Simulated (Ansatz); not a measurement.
H$_{3}$Si–B⁺, doublet: reading a ladder of total energies

Geometry: that of the H3Si–B, singlet, kept fixed.

```yaml
atoms:
  - { symbol: Si, position_ang: [-0.5122, -0.0044, 0.0004] }
  - { symbol: B, position_ang: [1.6163, 0.0140, -0.0014] }
  - { symbol: H, position_ang: [-1.0336, 1.3929, 0.0029] }
  - { symbol: H, position_ang: [-1.0144, -0.7115, 1.2138] }
  - { symbol: H, position_ang: [-1.0165, -0.7079, -1.2142] }
```

Basis cc-pVDZ; Ansatz 0.2.0. Only valence electrons are correlated (noble-gas cores frozen), which leaves 9 electrons in 41 orbitals. R marks a restricted (for open shells ROHF) determinant, U an unrestricted one.

Full CI isn't at hand for all of this; UCCSDT(Q) serves as the reference, and is uncertain by about the last step of the cluster series.

Runs differ by some tens of microhartree through their thresholds and, for an open shell, their frozen cores, so steps under 0.03 kcal/mol mean nothing.

```
    level  total energy (hartree)
      UHF             -314.941889
     UMP2             -315.070365
    UCCSD             -315.112299
 UCCSD(T)             -315.116546
   UCCSDT             -315.117809
UCCSDT(Q)             -315.117998
```

Task: What is the correlation energy at UCCSDT(Q), and what share of it do UMP2 and UCCSDT recover?

Result: E(corr) = -315.117998 − (-314.941889) = -0.176109 hartree = -4.792 eV. UMP2: -0.128476 / -0.176109 = 72.95 %. UCCSDT: -0.175920 / -0.176109 = 99.89 %.

Task: By how many kcal/mol does UCCSD(T) miss UCCSDT(Q) (1 hartree = 627.509 kcal/mol), and which steps make up the rest?

Result: -315.116546 − (-315.117998) = 0.001452 hartree = 0.91 kcal/mol. Steps: UCCSDT − UCCSD(T) = -0.79, UCCSDT(Q) − UCCSDT = -0.12 kcal/mol. Differences between like states or geometries often cancel part of this.
